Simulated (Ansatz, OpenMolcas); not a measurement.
# From OpenMolcas to Ansatz

This OpenMolcas 26.06 job computes SiS (SMILES [Si-]#[S+]):

test.input:
```
&GATEWAY
 BasLib=$CurrDir
 Coord
 2
 angstrom
 Si       0.000000       0.000000      -0.482379
 S        0.000000       0.000000       1.929321
 Basis=STO-3G
 Group=NoSym

&SEWARD
 GridInput
 Grid=UltraFine
 End of Grid

&SCF
 KSDFT=PBE0
 Thresholds=1e-10 1e-07 1e-07 1e-05
 PrOrbitals=1 1
```

```bash
$ export MOLCAS_MEM=1860
$ pymolcas test.input > test.log
```

(Basis files named in the input come from the Basis Set Exchange and aren't shown.)

The Si1–S2 distance was set to 2.412 Å, away from the relaxed value.

It gives a total energy of -679.531589 Eh.

**Question.** Translate the job to Ansatz 0.2.0 as an input file of the program's own.

**Answer.** For example:

run.yaml:
```yaml
crystal:
  periodic: [false, false, false]
  atoms:
    - {symbol: Si, position_ang: [0.000000, 0.000000, -0.482379]}
    - {symbol: S, position_ang: [0.000000, 0.000000, 1.929321]}
basis:
  gaussian: {orbitals: STO-3G}
total_charge: 0
hamiltonian: {xc: {name: PBE0}}
accuracy: high
```

```bash
$ ansatz run run.yaml --threads 1 --pin off --max-ram 2610MiB --events-out events.jsonl --progress --plain --runs-dir runs
```

Its energy is -679.531589 Eh, 0.000 mEh from the first.
